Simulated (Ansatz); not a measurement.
## fcc Ag

Calculation: PBEsol (Ansatz, an electronic-structure program, PAW).

Settings: plane-wave cutoff 500 eV, 8×20×1 k mesh (along the axes of the cell as run), Fermi–Dirac smearing 0.1 eV, scalar-relativistic PAW data made under PBE.

Cell: relaxed at this level.

| Quantity | Result |
|---|---|
| surface energy of the (211) face | 1.15 J/m² |
| work function of the (211) face | 4.38 eV |

The slab of 24 atoms is relaxed and unreconstructed.

Computed values are for the static lattice.
